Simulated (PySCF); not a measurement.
**Computed spin Hamiltonian**

Compound: C4H8 (charge +1 and doublet state).
Z-matrix (Å and degrees, GFN2-xTB geometry), rows numbered from 1:
```
C 
C   1  1.3549
C   2  1.4666  1  122.93
C   3  1.4968  2  117.42  1   169.76
H   1  1.0806  2  121.45  3  -168.01
H   1  1.0813  2  122.42  3    10.96
H   2  1.0853  1  119.65  3   178.70
H   3  1.1033  2  111.93  1    38.67
H   3  1.1123  2  104.52  1   -69.01
H   4  1.0970  3  111.10  2   -68.96
H   4  1.0920  3  112.07  2    48.42
H   4  1.0884  3  111.23  2   172.78
```

The hyperfine couplings belong to this conformer and change with its torsions.

The species is `[CH2][CH+]CC` [radical] (charge +1).

Computed with PySCF 2.14.0, UKS B3LYP, pcH-1 on C H, non-relativistic, mean-field spin-orbit, GIAO. One conformer (not necessarily the lowest) at the GFN2-xTB geometry, without solvent, vibrations or thermal averaging. The geometry wasn't refined by DFT: couplings that depend on bond lengths, twists or pyramidal angles can differ widely from those at the functional's own minimum, by a factor of two or more for some ions and for spin on atoms past the first row. The frame is twisted about the C1–C2 bond at this geometry (dihedral H5–C1–C2–H7 = 11°); couplings at other torsion angles weren't computed. Stability of the SCF solution: not tested.

```json
{
 "g1, g2, g3": "2.00224, 2.00263, 2.00347",
 "g_iso": "2.00278",
 "Form of g": "rhombic: the two nearest values differ by 32 % of g3 − g1",
 "⟨S²⟩": "0.7531 (exact 0.7500)",
 "Basis functions": "180"
}
```

Hyperfine couplings atom by atom, in MHz; T1 to T3 are the principal values of the dipolar part; ρ(0) is the spin density at the nucleus:

| atom | isotope | a_iso | T1 | T2 | T3 | Mulliken spin population | ρ(0) (bohr⁻³) |
| --- | --- | --- | --- | --- | --- | --- | --- |
| C1 | 13C | 34.2 | -47.4 | -45.1 | 92.5 | 0.56 | 0.0304 |
| C2 | 13C | 4.4 | -27.8 | -22.8 | 50.6 | 0.29 | 0.0039 |
| C3 | 13C | -10.1 | -11.5 | -8.7 | 20.1 | 0.02 | -0.0090 |
| C4 | 13C | -4.1 | -2.1 | -0.9 | 3.0 | 0.00 | -0.0037 |
| H5 | 1H | -27.6 | -22.1 | -5.3 | 27.4 | -0.02 | -0.0062 |
| H6 | 1H | -28.0 | -20.9 | -5.7 | 26.5 | -0.02 | -0.0063 |
| H7 | 1H | -9.9 | -13.1 | -5.6 | 18.6 | -0.01 | -0.0022 |
| H8 | 1H | 118.5 | -8.2 | -3.9 | 12.0 | 0.04 | 0.0265 |
| H9 | 1H | 270.5 | -9.6 | -3.2 | 12.8 | 0.10 | 0.0605 |
| H10 | 1H | 53.1 | -2.8 | -0.7 | 3.6 | 0.02 | 0.0119 |
| H11 | 1H | 19.5 | -2.6 | -0.9 | 3.5 | 0.01 | 0.0044 |
| H12 | 1H | 1.8 | -1.9 | -1.5 | 3.4 | 0.00 | 0.0004 |

Largest spin populations (Mulliken): C1 (+0.56), C2 (+0.29) and H9 (+0.10). The angles at C1 add up to 360.0°, so it is planar.

The SMILES `[CH2][CH+]CC` draws the unpaired electron on C1, whose computed spin population is only +0.56.

Axes: g3 points within 6° of the C1–C2 bond.

Under fast tumbling the dipolar parts average out, and these isotropic splittings remain: 2 × 1H (H8/H9, I = 1/2, 3 lines) with 6.94 mT, 1 × 1H (H6, I = 1/2, 2 lines) with 1.00 mT, 1 × 1H (H5, I = 1/2, 2 lines) with 0.99 mT, 3 × 1H (H10/H11/H12, I = 1/2, 4 lines) with 0.88 mT and 1 × 1H (H7, I = 1/2, 2 lines) with 0.35 mT.

Nuclei that the bonding pattern makes equivalent are averaged, as if the motion that swaps them (rotation, inversion, ring flip) were fast. H5 and H6 aren't averaged: C1 is flat or nearly so (angle sum 360°), and its turn about the short C1–C2 bond (1.35 Å) is taken as slow. The three 1H nuclei of mean +24.8 MHz run from 1.8 to 53.1 MHz in the frozen geometry. The 1H value of +194.5 MHz is a mean of couplings from 118.5 to 270.5 MHz in this one geometry, not an average over conformers.

The 13C coupling of C1 (34.2 MHz) shows only in satellite lines or after enrichment, since that isotope makes up about 1.07 % of natural carbon.

Examples of negative spin density at the nucleus (bohr⁻³): C3 (-0.0090), H6 (-0.0063) and H5 (-0.0062).

Time: 17 s (grids of density and orbitals included); peak memory 0.63 GiB. Hardware: Arm Neoverse V1, one thread (shared host).
